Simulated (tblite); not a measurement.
C₄H₁₃P₂ (charge +1).
Geometry (GFN2-xTB, Å), atoms numbered from 1 in this order:
```
atom  x, y, z in Å
C1    -1.0893   -1.5751    0.5621
C2    -0.7847   -0.0801    0.5354
C3    -1.9678    0.7409    0.0270
P4     0.6461    0.2597   -0.5736
C5     2.1099   -0.7189   -0.1101
P6     0.9264    2.3880   -0.8456
H7    -0.2725   -2.1476    0.9954
H8    -1.2942   -1.9502   -0.4394
H9    -1.9731   -1.7493    1.1714
H10   -0.5020    0.2588    1.5401
H11   -1.7440    1.8087    0.0250
H12   -2.2418    0.4384   -0.9829
H13   -2.8305    0.5820    0.6698
H14    0.2588   -0.2564   -1.7992
H15    1.8816   -1.7821   -0.1709
H16    2.9308   -0.4928   -0.7913
H17    2.4122   -0.4698    0.9080
H18    1.2643    2.5405    0.5081
H19    2.2599    2.2147   -1.2368
```

Level: GFN2-xTB in tblite, geometry and Hessian alike; calculated harmonic values, unscaled, isolated species. Against measured fundamentals such values can be off by several per cent, at times by over 20. Modes of hydrogen on phosphorus can be 10 to 20 % off. One conformer, not necessarily the lowest.

Harmonic wavenumbers (cm⁻¹): 38.1, 106.9, 126.8, 140.2, 163.9, 183.6, 214.1, 230.0, 279.6, 310.8, 392.2, 476.2, 654.0, 674.4, 732.7, 753.5, 796.7, 841.0, 874.8, 910.4, 937.2, 941.0, 970.3, 1047.1, 1077.9, 1122.3, 1153.1, 1222.6, 1260.3, 1312.2, 1392.6, 1395.2, 1408.2, 1420.3, 1459.9, 1473.4, 1476.5, 1487.1, 2221.8, 2271.9, 2364.8, 2896.9, 2989.5, 2993.0, 2995.5, 3005.6, 3023.3, 3027.2, 3040.4, 3049.2, 3052.6.

A = 2819, B = 1655, C = 1121 MHz; mass 123.049 u (most abundant isotopes); point group C1, symmetry number 1.

Question: Zero-point energy?

Answer: Half the sum of the wavenumbers: 34194 cm⁻¹ = 409.06 kJ/mol.

Question: What is S at 298.15 K and 1 bar for an ideal gas of classical rigid rotors and harmonic oscillators?

Answer: Translation 168.88, rotation 119.28, vibration 127.52: S = 415.7 J/(mol K).

Question: And Cp and H(298.15 K) − H(0)?

Answer: Cp = 161.03 J/(mol K), of which vibrations give 127.78 (their classical limit is 51 R = 424.0); H(298.15 K) − H(0) = 29.96 kJ/mol without the zero-point energy, 20.04 from vibrations.

Question: How do the functions run with temperature in this model?

Answer: 
```csv
T (K),S (J/(mol K)),Cp (J/(mol K)),H − H(0) (kJ/mol),G − H(0) (kJ/mol),ln q(vib)
50,241.1,54.6,2.06,-9.99,0.52
100,288.6,84.2,5.58,-23.28,1.72
373.15,455.0,189.9,43.13,-126.64,9.26
500,516.7,233.0,70.04,-188.33,12.58
750,623.9,295.7,136.66,-331.29,18.78
1000,715.2,338.5,216.27,-498.98,24.51
```

q(vib) and H(0) count from the zero-point level.

Question: Blend soft modes into free rotors: weight 1/[1 + (100 cm⁻¹/ν̃)⁴] for the oscillator and the rest for a rotor with moment μB/(μ + B), μ = h/(8π²ν), B = 10⁻⁴⁴ kg m². What vibrational entropy results?

Answer: 119.56 J/(mol K) in place of 127.52, which changes −T·S at 298.15 K by +2.37 kJ/mol.

Question: What must be added to the electronic energy to get the Gibbs energy at 298.15 K and 1 bar?

Answer: ZPE + [H(298.15 K) − H(0)] − T·S = 409.06 + 29.96 − 123.94 = 315.08 kJ/mol.

Question: Which modes carry the vibrational entropy at 298.15 K?

Answer: 38.1 cm⁻¹: 22.41; 106.9 cm⁻¹: 13.91; 126.8 cm⁻¹: 12.53; 140.2 cm⁻¹: 11.72; 163.9 cm⁻¹: 10.48; 183.6 cm⁻¹: 9.59 J/(mol K); the other 45 give 46.89 together.

Hindered rotation and anharmonicity are outside this model. Other conformers, if any are populated, would add a mixing term that is left out. The structure is chiral; the term R ln 2 for an equal mix with its mirror image is left out.

Hardware: one thread, Arm Neoverse V2, no GPU, on a shared host. The figure is for the frequency step alone.
